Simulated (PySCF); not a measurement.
Species: C2H (doublet state).
Atom-mapped SMILES: `[C:1]#[CH:2]` (hydrogens: H3 on C2)

Method: PySCF, UKS B3LYP, pcH-1 on C H, non-relativistic, mean-field spin-orbit, GIAO. Isolated species at its GFN2-xTB geometry, gas phase. Couplings are sensitive to structure, and on GFN2-xTB geometries they can be far from those on DFT ones.

Principal values of hyperfine tensors in MHz (contact and dipolar terms together), for some of the nuclei:

```json
{"atom": "C1", "isotope": "13C", "A1": "1020.56", "A2": "1020.56", "A3": "1182.08"}
{"atom": "C2", "isotope": "13C", "A1": "202.71", "A2": "202.71", "A3": "278.41"}
```

Task: Split each tensor into its isotropic and traceless parts, and turn a_iso into mT with g = 2.0024.

Result: a_iso = (A1 + A2 + A3)/3, Ti = Ai − a_iso; 1 mT corresponds to 28.026 MHz.

```json
{"atom": "C1", "a_iso (MHz)": "1074.40", "a_iso (mT)": "38.336", "T1": "-53.84", "T2": "-53.84", "T3": "107.68"}
{"atom": "C2", "a_iso (MHz)": "227.94", "a_iso (mT)": "8.133", "T1": "-25.23", "T2": "-25.23", "T3": "50.46"}
```

Task: What spin density at the nucleus of C2 lies behind its contact coupling (g_N = 1.40482)?

Result: a_FC = 800.24 MHz bohr³ × g_N × ρ(0)/(2S). With a_FC = 227.94 MHz and 2S = 1, ρ(0) = 0.2028 bohr⁻³.

Task: H3 (1H, g_N = 5.58569) isn't in the table. Its spin density at the nucleus is 0.01255 bohr⁻³. What is its contact coupling?

Result: By the same relation, a_FC = 56.1 MHz. Its full tensor has the principal values 53.24, 53.24, 61.78 MHz.

Task: Which nucleus of the table has the largest anisotropic coupling, and what is its form?

Result: C1: -53.8, -53.8, 107.7 MHz, axial, in the ratio −1:−1:+2, as the symmetry of a linear species with an axial spin density requires.
